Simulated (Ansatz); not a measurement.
C4H8O can be A, `C=C(C)CO`, or B, `C1CCOC1`.

Computed with Ansatz on PBE0-D4/def2-TZVP structures; ΔE is electronic, products minus reactants. CBS: MP2 limit from def2 TZ/QZ plus the TZ coupled-cluster correction, frozen cores. Functionals use def2-TZVPP. B3LYP here is the variant with VWN-RPA as its local correlation; programs differ in this. Each species was taken in one conformer, which may not be the lowest.

Problem. Which isomer does CCSD(T)/CBS put lower? Give the gap. (An estimate is asked.)

Solution. The calculation gave: B, by 24.3 kJ/mol.

Problem. Give E(B) − E(A) in kJ/mol with CCSD(T)/def2-TZVPP, B3LYP, B3LYP-D4, r2SCAN-D4, PBE0-D4, HF/def2-TZVPP, ωB97M-V. (An estimate is asked.)

Solution. Ansatz gave: CCSD(T)/def2-TZVPP -26.8, B3LYP -16.8, B3LYP-D4 -18.1, r2SCAN-D4 -29.1, PBE0-D4 -38.4, HF/def2-TZVPP -24.0, ωB97M-V -30.1. None reverses the order clearly.

Largest T1 diagnostic: 0.010.

From PBE to PBE0 (25 % exact exchange), in def2-TZVPP and without D4, E(B) − E(A) moves by −10.5 kJ/mol.
